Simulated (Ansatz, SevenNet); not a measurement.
For wurtzite ZnO, the machine-learned potential SevenNet-l3i5 (trained on PBE and PBE+U data) gives:

* **equilibrium lattice constant a**: 3.288 Å
* **c axis length**: 5.303 Å
* **bulk modulus**: 132 GPa
* **elastic constant C11**: 188 GPa
* **elastic constant C44**: 36.4 GPa
* **Voigt–Reuss–Hill shear modulus**: 39.4 GPa

What does r²SCAN (plane waves, PAW; Ansatz, a program for electronic structure) give for the same quantities?


- lattice constant a: 3.235 Å (shrinks by 1.6 %)
- lattice parameter c: 5.211 Å (falls by 1.7 %)
- bulk modulus: 150 GPa (goes up by 14 %)
- elastic constant C11: 210 GPa (grows by 12 %)
- elastic constant C44: 38.0 GPa (increases by 4.4 %)
- Voigt–Reuss–Hill shear modulus: 42.0 GPa (rises by 6.6 %)

For comparison: lattice constant a 3.248 Å (measured, 4 K, no zero-point or thermal correction; as tabulated in arXiv:1206.3780); lattice parameter c 5.204 Å (measured, 4 K, no zero-point or thermal correction; as tabulated in arXiv:1206.3780); bulk modulus 143 GPa (measured, temperature not stated, not corrected to a static lattice; as tabulated in Toher et al. (2017), arXiv:1611.05714); elastic constant C11 207 GPa (measured, temperature not stated, not corrected to a static lattice; as tabulated in Oses et al. (2018), arXiv:1811.08464); elastic constant C44 44.8 GPa (measured, temperature not stated, no zero-point or thermal correction; as tabulated in Oses et al. (2018), arXiv:1811.08464); Voigt–Reuss–Hill shear modulus 46.3 GPa (measured, temperature not stated, not corrected to a static lattice, Hill average of measured single-crystal constants; as tabulated in Oses et al. (2018), arXiv:1811.08464).

Changes are worked out from the printed values.

Unless a cell is named, each level is at its own relaxed cell (SevenNet-l3i5 12.42, r²SCAN 11.81 Å³/atom).

Ansatz's density-functional and Hartree–Fock values are scalar-relativistic unless marked +SOC, with PAW data made under PBE.
